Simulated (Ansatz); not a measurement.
## Worked example: vertical ionisation energy of C3H5N (isocyanoethane)

C3H5N: 9 atoms, total charge 0, spin state singlet. As SMILES, `[C-]#[N+]CC`. The shape is that of a PBE0-D4/def2-TZVP optimisation.

```xyz
9

C     1.2327    0.0467   -2.2660
N     0.8590    0.2535   -1.1826
C     0.3822    0.4801    0.1320
C    -0.7246   -0.4893    0.5044
H     1.2278    0.3862    0.8182
H     0.0293    1.5131    0.1892
H    -0.3684   -1.5191    0.4580
H    -1.5726   -0.3869   -0.1739
H    -1.0653   -0.2844    1.5208
```

Both states at this one shape; open shells run unrestricted unless said. 1 Eh = 27.2114 eV.

| level | program | singlet C3H5N (Eh) | doublet C3H5N+ (Eh) |
| --- | --- | --- | --- |
| B3LYP/cc-pVDZ | Ansatz | -172.040322 | -171.633451 |
| RPA@PBE0/cc-pVDZ, 4 core orbitals frozen | Ansatz | -171.738778 | -171.333956 |

**Question.** Work out the vertical ionisation energy at each level.

**Answer.** 
1. B3LYP/cc-pVDZ: -171.633451 − (-172.040322) = 0.406871 Eh = 11.07 eV.
2. RPA@PBE0/cc-pVDZ: -171.333956 − (-171.738778) = 0.404822 Eh = 11.02 eV.

No measured value is set beside it here; the levels span 11.02 to 11.07 eV.
